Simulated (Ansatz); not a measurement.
Two isomers of C4H8O: A = `CCCC=O`, B = `C[C@@H]1O[C@H]1C`.

Gas-phase electronic energies from Ansatz, PBE0-D4/def2-TZVP geometries. CBS: MP2 limit from def2 TZ/QZ plus the TZ coupled-cluster correction, frozen cores. DFT in def2-TZVPP. B3LYP here is the variant with VWN-RPA as its local correlation; programs differ in this. Each species was taken in one conformer, which may not be the lowest.

**Question.** Which is lower in electronic energy at CCSD(T)/CBS, and by how much? (Best estimate.)

**Answer.** Ansatz gave: A, by 17.1 kcal/mol.

**Question.** Give E(B) − E(A) in kcal/mol with r2SCAN-D4, MP2/def2-TZVPP, HF/def2-TZVPP, CCSD/def2-TZVPP, B3LYP, PBE-D4, PBE0-D4. (Best estimate.)

**Answer.** The calculation gave: r2SCAN-D4 15.5, MP2/def2-TZVPP 16.3, HF/def2-TZVPP 21.2, CCSD/def2-TZVPP 17.7, B3LYP 18.2, PBE-D4 15.2, PBE0-D4 14.7. None reverses the order clearly.

Largest T1 diagnostic: 0.012.

In def2-TZVPP, CCSD(T) changes the Hartree–Fock value by −3.7 kcal/mol (the triples alone add −0.2 kcal/mol) and MP2 by −4.9 kcal/mol.
